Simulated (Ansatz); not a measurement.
Born–Oppenheimer molecular dynamics of ClH + HCN (or HNC) (5 atoms, charge 0, multiplicity 1). It starts from a relaxed structure.

The calculation used RKS BLYP-D4/cc-pVDZ in Ansatz.

* ensemble: NVE (velocity Verlet)
* time step: 0.5 fs
* steps asked: 250
* starting velocities drawn for: 50 K
* seed: 94819

First frame:

```xyz
5
Properties=species:S:1:pos:R:3
Cl -0.189 -0.392 -2.186
H 0.120 0.861 -2.403
C 0.021 -0.162 1.503
N 0.110 0.007 2.657
H -0.061 -0.314 0.429
```

Task: What does the run give?

Result: All steps were run.

| Property | Result |
| --- | --- |
| steps done | 250 |
| time covered | 125 fs |
| mean temperature over the second half | 25 K |
| spread of the potential energy over the second half | 1.0 meV per atom |
| mean potential energy of the second half above the start | 1.9 meV per atom |

The conserved energy stayed within 0.027 meV per atom of its start (net change 0.0098 meV per atom), so the integration is sound. The temperature averaged 0.50 of the 50 K drawn at the start: a run that starts near a minimum puts about half its kinetic energy into the potential. A run of 0.12 ps of so small a system gives no equilibrium averages.

Task: What happens to the structure?

Result: The same pairs are bonded in the first frame and the last. Pairs count as bonded within 1.25 times the sum of covalent radii (0.12 Å more for H–H). Another seed would give other details.

Task: How do temperature and energy run in time?

Result: 
```csv
time (fs),T (K),potential energy less start (eV),conserved less start (meV/atom)
0.0,50,0.000,0.00
10.0,21,0.011,0.01
20.0,15,0.014,0.02
30.0,21,0.011,0.01
40.0,44,0.002,0.00
50.0,13,0.014,0.02
60.0,15,0.014,0.02
70.0,30,0.008,0.01
80.0,43,0.003,0.00
90.0,17,0.013,0.02
100.0,13,0.015,0.02
110.0,36,0.006,0.00
120.0,32,0.007,0.00
```

The run took 3.6 min on 1 thread of Arm Neoverse V1 (shared host), peak memory 0.21 GiB.
